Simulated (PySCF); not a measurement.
methyl amine, CH5N, SMILES CN, point group Cs.

Level: B3LYP/pcSseg-1 in PySCF (density fitting, grid level 2); geometry and Hessian at that level, cubic constants and property derivatives from steps of ±0.6 along each species' dimensionless normal coordinates, second-order vibrational perturbation theory. The parent has the commonest isotopes.

Equilibrium geometry (Å):

```tsv
atom	x	y	z
C1	-0.5645	0.0712	-0.0401
N2	0.8637	-0.0934	-0.3110
H3	-1.1213	-0.7370	-0.5275
H4	-0.8524	0.0799	1.0263
H5	-0.9120	1.0103	-0.4853
H6	1.2033	-0.9629	0.0954
H7	1.3966	0.6515	0.1338
```

**Question.** Give the equilibrium and ground-state rotational constants (MHz) of parent; ²H at 3; ²H at 6; ²H at 3, ²H at 4; ²H at 4; ¹³C at 1; ¹⁵N at 2, ²H at 3.

**Answer.** 
| species | Ae | Be | Ce | A0 | B0 | C0 | Δ0 (u Å²) | harmonic ZPE (cm⁻¹) |
| --- | --- | --- | --- | --- | --- | --- | --- | --- |
| parent | 103130 | 22718 | 21845 | 101980 | 22456 | 21577 | -4.039 | 13966 |
| ²H at 3 | 86603 | 21334 | 20000 | 85684 | 21095 | 19760 | -4.280 | 13271 |
| ²H at 6 | 89406 | 21439 | 20182 | 88506 | 21198 | 19938 | -4.203 | 13241 |
| ²H at 3, ²H at 4 | 73008 | 19637 | 18886 | 72281 | 19416 | 18666 | -5.947 | 12583 |
| ²H at 4 | 86066 | 20612 | 20543 | 85182 | 20369 | 20304 | -5.854 | 13286 |
| ¹³C at 1 | 103120 | 22188 | 21355 | 101980 | 21936 | 21096 | -4.039 | 13929 |
| ¹⁵N at 2, ²H at 3 | 86514 | 20844 | 19572 | 85601 | 20614 | 19340 | -4.289 | 13248 |

Δ0 = Ic − Ia − Ib from the ground-state constants.

**Question.** How is the parent's vibrational correction B0 − Be made up?

**Answer.** 
```csv
axis,harmonic,Coriolis,cubic,total (MHz)
a,546,-942,-757,-1150
b,65.3,-24.9,-302,-262
c,55.2,-18.5,-305,-269
```

**Question.** And its quartic centrifugal distortion constants from the harmonic force field?

**Answer.** Asymmetric top, A reduction, Ir representation: ΔJ = 39.2 kHz, ΔJK = 159 kHz, ΔK = 644 kHz, δJ = 1.65 kHz, δK = -169 kHz.

**Question.** Which nuclear quadrupole couplings χaa, χbb, χcc (MHz) does the parent show, at equilibrium and averaged?

**Answer.** 14N at 2: 2.8, 2.5, -5.3 and 2.8, 2.4, -5.2.

Internal rotors are held in one well.
